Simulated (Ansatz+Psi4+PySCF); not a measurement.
# singlet N₂: levels of theory in one basis

```
atom   x (Å)   y (Å)    z (Å)
   N  0.0000  0.0000   0.6780
   N  0.0000  0.0000  -0.6780
```

Basis set: cc-pVTZ (spherical functions). Frozen core: 2 orbitals. Charge 0, multiplicity 1.

Computed with Ansatz (development build ahead of 0.2.0) and Psi4 1.11; each method stands on the lowest determinant of its kind that the runs found.

```
     method  E − E(RHF) (eV)  <S²> of the determinant
        RHF             0.00                     0.00
    RHF-MP2           -12.65                        –
   RHF-CCSD           -11.63                        –
RHF-CCSD(T)           -12.47                        –
```

Caution: stretched shape with no unrestricted run beside it, a lower state can exist; unrestricted orbitals would lower the determinant. Caution for RHF-MP2, RHF-CCSD, RHF-CCSD(T): large share of triples, a single reference is doubtful. Caution for RHF-CCSD, RHF-CCSD(T): the program doubts this total.
